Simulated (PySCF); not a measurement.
How good is the calculation?

Geometry:
```json
{"atom": "C1", "x (Å)": "-2.678", "y (Å)": "0.144", "z (Å)": "-0.212"}
{"atom": "O2", "x (Å)": "-1.599", "y (Å)": "-0.564", "z (Å)": "-0.770"}
{"atom": "C3", "x (Å)": "-0.339", "y (Å)": "-0.285", "z (Å)": "-0.328"}
{"atom": "C4", "x (Å)": "0.687", "y (Å)": "-1.024", "z (Å)": "-0.919"}
{"atom": "C5", "x (Å)": "1.998", "y (Å)": "-0.819", "z (Å)": "-0.544"}
{"atom": "C6", "x (Å)": "2.310", "y (Å)": "0.124", "z (Å)": "0.424"}
{"atom": "C7", "x (Å)": "1.295", "y (Å)": "0.856", "z (Å)": "1.010"}
{"atom": "C8", "x (Å)": "-0.027", "y (Å)": "0.658", "z (Å)": "0.644"}
{"atom": "H9", "x (Å)": "-3.570", "y (Å)": "-0.240", "z (Å)": "-0.706"}
{"atom": "H10", "x (Å)": "-2.760", "y (Å)": "-0.030", "z (Å)": "0.866"}
{"atom": "H11", "x (Å)": "-2.596", "y (Å)": "1.219", "z (Å)": "-0.400"}
{"atom": "H12", "x (Å)": "0.426", "y (Å)": "-1.752", "z (Å)": "-1.671"}
{"atom": "H13", "x (Å)": "2.782", "y (Å)": "-1.399", "z (Å)": "-1.007"}
{"atom": "H14", "x (Å)": "3.336", "y (Å)": "0.285", "z (Å)": "0.717"}
{"atom": "H15", "x (Å)": "1.526", "y (Å)": "1.593", "z (Å)": "1.765"}
{"atom": "H16", "x (Å)": "-0.797", "y (Å)": "1.243", "z (Å)": "1.122"}
```

What is known from experiment: δ ¹H H13/H15 7.28; H14 6.93; H12/H16 6.90; H9/H10/H11 3.79 ppm (measured; solution, not stated in the table (CDCl3 in this author's series); The use of chemical shift calculations in the conformational analysis of substituted benzenes, New J. Chem. 2019 (ESI)).
δ ¹H H13/H15 7.15; H14 6.82; H12/H16 6.77 ppm (measured; solution, CCl4, 309 K; Shapiro, Mohrmann, J. Phys. Chem. Ref. Data 1977, 6, 919).

[PySCF: GFN2-xTB geometry; shielding tensors at PBE0/pcSseg-1 (GIAO); gas phase; relativity neglected; single conformer; rapidly exchanging positions averaged]

Q: How close does the calculation come?

A: 
Reference values: measured (solution, not stated in the table (CDCl3 in this author's series); The use of chemical shift calculations in the conformational analysis of substituted benzenes, New J. Chem. 2019 (ESI)).
```tsv
atoms	quantity	reference	computed	computed, scaled
H13/H15	δ ¹H	7.28	7.58	7.24
H14	δ ¹H	6.93	7.18	6.86
H12/H16	δ ¹H	6.90	7.02	6.71
H9/H10/H11	δ ¹H	3.79	3.92	3.79
```

Reference values: measured (solution, CCl4, 309 K; Shapiro, Mohrmann, J. Phys. Chem. Ref. Data 1977, 6, 919).
```json
{"atoms": "H13/H15", "quantity": "δ ¹H", "reference": "7.15", "computed": "7.58", "computed, scaled": "7.24"}
{"atoms": "H14", "quantity": "δ ¹H", "reference": "6.82", "computed": "7.18", "computed, scaled": "6.86"}
{"atoms": "H12/H16", "quantity": "δ ¹H", "reference": "6.77", "computed": "7.02", "computed, scaled": "6.71"}
```

Computed shifts are σ(ref) − σ with the named reference compound (TMS for H and C) calculated as an isolated molecule at the same level. The measured values may be among those fitted. Empirical linear scaling, fitted to shifts measured mostly in CDCl3 for H and C (δ vs TMS): ¹H (scatter 0.17 ppm rms, 0.18 ppm with the 4 outliers that the fit left out). A few per cent of atoms miss by over 2 rms, more outside the fitted compound classes.

Q: How far are the unscaled ¹H shifts from the references?

A: Mean signed difference +0.26 ppm, mean absolute 0.26 ppm over 7 comparisons; the largest is +0.43 ppm at H13/H15 (hydrogen on an aromatic CH).

7 of the 38 published NMR values on file for this molecule are compared. The rest: values from further sources, values whose atom or origin is in doubt.
